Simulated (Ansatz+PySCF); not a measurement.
Values are calculated unless marked as measured or tabulated.
This PySCF input gave a total energy of -397.95578 hartree.

```python
from pyscf import gto, scf

mol = gto.M(atom="""
S 0.000000 0.000000 -0.079650
H 0.000000 0.000000 1.274340
""", basis='def2-svp', charge=0, spin=1)
mf = scf.ROHF(mol)
mf.init_guess = 'huckel'
mf.kernel()
while True:  # follow internal instabilities
    mo, _, stable, _ = mf.stability(return_status=True)
    if stable: break
    mf.kernel(mf.make_rdm1(mo, mf.mo_occ))
print(mf.converged, mf.e_tot, mf.spin_square()[0])
```

Write an input for Ansatz with the same method and basis set.

```yaml
crystal:
  periodic: [false, false, false]
  atoms:
    - { symbol: S, position_ang: [0.0, 0.0, -0.07965] }
    - { symbol: H, position_ang: [0.0, 0.0, 1.27434] }
basis:
  gaussian: { orbitals: def2-SVP }
magnetization:
  initial_magnetization: 1
hamiltonian:
  xc: hf
```

Ansatz (development build ahead of 0.2.0) gave -397.95578 hartree, 0.00 meV from the first.
